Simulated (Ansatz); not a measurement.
The input, for Ansatz 0.2.0:

```yaml
crystal:
  periodic: [false, false, false]
  atoms:
    - {symbol: Hf, position_ang: [0.000000, 0.000000, 0.000000]}
    - {symbol: C, position_ang: [0.000000, 0.000000, 2.077400]}
basis:
  gaussian: {orbitals: def2-SVP}
total_charge: 1
magnetization: {spin_polarized: false, initial_magnetization: 3}
correlation: {method: ccsd_t, electrons: outside_noble_gas}
```

```sh
$ ansatz run in.yaml --threads 1 --pin off --events-out ev --progress --plain --max-ram 2393MiB
```

Log:

```
468 factors; integrals over basis functions are off by at most 8.7e-4 eV
mean field evaluation 1: about -2299.5139 eV, gradient 4.1e1 eV
mean field evaluation 2: about -2299.5193 eV, gradient 4.1e1 eV
mean field evaluation 4: about -2305.1970 eV, gradient 2.1e1 eV
mean field evaluation 8: about -2307.6199 eV, gradient 1.1e0 eV
mean field evaluation 16: about -2307.6392 eV, gradient 2.0e-6 eV
mean field evaluation 32: about -2308.1442 eV, gradient 3.2e-1 eV
mean field evaluation 64: about -2307.6392 eV, gradient 4.8e-5 eV
mean field evaluation 96: about -2307.6392 eV, gradient 1.1e-3 eV
mean field evaluation 128: about -2307.0094 eV, gradient 1.2e-6 eV
mean field evaluation 160: about -2306.8457 eV, gradient 8.2e0 eV
...
mean field -2308.87658859 eV, -84.8496496180 hartree, gradient 6.3e-6 eV, S^2 3.750000; 22 other end points of the search recorded, 0 dependent functions left out
...
mean field evaluation 1408: about -2307.7569 eV, gradient 9.9e-1 eV
mean field evaluation 1440: about -2307.7128 eV, gradient 4.9e-2 eV
mean field evaluation 1472: about -2307.7199 eV, gradient 2.6e-1 eV
mean field evaluation 1504: about -2308.9153 eV, gradient 5.2e-2 eV
mean field evaluation 1536: about -2309.1219 eV, gradient 9.9e-1 eV
mean field evaluation 1568: about -2309.1447 eV, gradient 2.1e-1 eV
mean field evaluation 1600: about -2307.1937 eV, gradient 1.2e0 eV
mean field evaluation 1632: about -2309.0028 eV, gradient 1.3e0 eV
determinant -2308.87658859 eV, -84.8496496180 hartree, with singles and doubles -2312.53378725 eV, -84.9840491899 hartree
determinant -2308.14554702 eV, -84.8227843359 hartree, with singles and doubles -2312.73117584 eV, -84.9913030866 hartree
determinant -2307.63918887 eV, -84.8041760169 hartree, with singles and doubles -2312.24201572 eV, -84.9733267837 hartree
determinant -2307.16940956 eV, -84.7869119456 hartree, with singles and doubles -2310.07849317 eV, -84.8938187964 hartree
determinant -2307.15316434 eV, -84.7863149451 hartree, with singles and doubles -2310.73086562 eV, -84.9177930419 hartree
determinant -2307.15058869 eV, -84.7862202915 hartree, with singles and doubles -2310.73224871 eV, -84.9178438695 hartree
determinant -2307.00944886 eV, -84.7810334986 hartree, with singles and doubles -2310.60493734 eV, -84.9131652628 hartree
determinant -2306.98516192 eV, -84.7801409700 hartree, with singles and doubles -2310.58910230 eV, -84.9125833358 hartree
determinant -2305.59106971 eV, -84.7289090260 hartree, with singles and doubles -2309.14050545 eV, -84.8593483838 hartree
determinant -2305.54342062 eV, -84.7271579543 hartree, with singles and doubles -2309.16497896 eV, -84.8602477684 hartree
determinant -2308.87658859 eV, -84.8496496180 hartree, with singles and doubles -2312.53215439 eV, -84.9839891834 hartree
determinant -2308.14554702 eV, -84.8227843359 hartree, with singles and doubles -2312.74388557 eV, -84.9917701606 hartree
determinant -2307.63918887 eV, -84.8041760169 hartree, with singles and doubles -2312.24631353 eV, -84.9734847255 hartree
mean field evaluation 1664: about -2308.1455 eV, gradient 1.6e-5 eV
unrestricted determinant -2309.44239946 eV, -84.8704427839 hartree, S^2 4.6380
5 core orbitals not correlated: weight in the atoms' cores, before any rotation towards them, 0.996 or more for the frozen orbitals, at most 0.003 for the correlated occupied ones
reference -2308.14554702 eV, -84.8227843359 hartree; 5, 2 occupied and 36, 39 virtual orbitals, 468 factors
second order -3.86972823 eV of doubles, -0.06818658 eV of singles
cycle   1  -4.59833865 eV  change   -1.0e-7 eV  update   5.5e-6
perturbative correction -0.30140689 eV, -0.0110764989 hartree
Total energy: -2313.04529256 eV, -85.0028466633 hartree
```

The determinant lies 0.73 eV above the lowest one of its kind in the log. The T1 diagnostic is 0.076.

Ran on 1 thread of Arm Neoverse V1, shared host: 17 s wall, 0.12 GiB peak host memory.
